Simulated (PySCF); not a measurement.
An unknown is described by computed data only.

Formula: C3H9P.

| Quantity | Value |
| --- | --- |
| UV, strongest line | among the 8 lowest singlet transitions: S4 at 7.59 eV (163 nm, f = 0.324) [TDDFT CAM-B3LYP/def2-SVPD] |
| Triplet | lowest triplet excitation (Tamm–Dancoff): 5.51 eV [TDA CAM-B3LYP/def2-SVPD] |
| XPS | P2p3/2 135.9, C1s 290.3 (×3), P1s 2149.5 eV [ΔSCF SCAN, pcX-2 on the ionised atom, pcseg-1 elsewhere, spin-free X2C, 2p3/2 from a spin–orbit splitting computed afterwards within the 2p shell] |
| Polarisability | 65.1 au [CAM-B3LYP/def2-SVPD] |
| Dipole | 1.22 D [CAM-B3LYP/def2-SVPD] |
| Rotational structure | rotational constants A, B, C: 5.796, 5.790, 3.780 GHz [GFN2-xTB] |

Gas-phase values; electronic properties from PySCF, density fitting. Levels stand in brackets. Geometry: GFN2-xTB; no solvent, vibrations or thermal averaging.

Problem. Give a SMILES that accounts for the data.

Solution. Numbering: `[CH3:1][P:2]([CH3:3])[CH3:4]`. The core levels belong to: P2p3/2 135.9 eV, phosphine phosphorus [P2]; C1s 290.3 eV, sp3 carbon bound to phosphorus [C1/C3/C4]; P1s 2149.5 eV, phosphine phosphorus [P2]. The optimised geometry has point group C3v and is an oblate symmetric top (the spread among constants that symmetry makes equal is optimisation noise). Structure: `CP(C)C`. The assignments are read from this structure; whether some other isomer fits the data as well wasn't checked.
